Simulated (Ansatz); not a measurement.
Molecule (SMILES): [SiH2] (SiH2) (closed-shell singlet).
Geometry (B3LYP-D3(BJ)/def2-TZVP, fixed):
```
Si
H 1 1.5232
H 1 1.5232 2 91.51
```

Basis-set convergence of the dipole moment at PBE0 with Ansatz (an electronic-structure program). Dipoles come from the density behind the forces; the sign is taken along the dipole that this method gives in the largest set. Cartesian d functions, on some or all atoms, in 6-31G*, 6-311+G**; all else is spherical. The program fits the integrals of some runs and decomposes those of others, by size. No added dispersion term, no relativity. Reference: the value in aug-pcseg-3, 0.181 D, itself unsure by roughly 0.001 D (its mean distance from aug-cc-pV(Q+d)Z, def2-QZVPPD). Deviations are taken from unrounded values.

| basis | functions | dipole moment (D) | minus reference (D) |
|---|---|---|---|
| 6-31G | 17 | 0.801 | 0.620 |
| 6-31G* | 23 | 0.553 | 0.371 |
| cc-pV(D+d)Z | 33 | 0.269 | 0.088 |
| 6-311+G** | 43 | 0.355 | 0.173 |
| 6-311++G(2d,2p) | 55 | 0.239 | 0.057 |
| 6-311++G(3df,3pd) | 83 | 0.189 | 0.007 |
| aug-pcseg-2 | 96 | 0.206 | 0.025 |
| cc-pV(Q+d)Z | 124 | 0.188 | 0.007 |
| def2-QZVPP | 130 | 0.186 | 0.005 |
| pcseg-3 | 130 | 0.197 | 0.016 |
| def2-QZVPPD | 142 | 0.182 | 0.001 |
| aug-pcseg-3 | 187 | 0.181 | 0.000 |
| pcseg-4 | 227 | 0.185 | 0.004 |
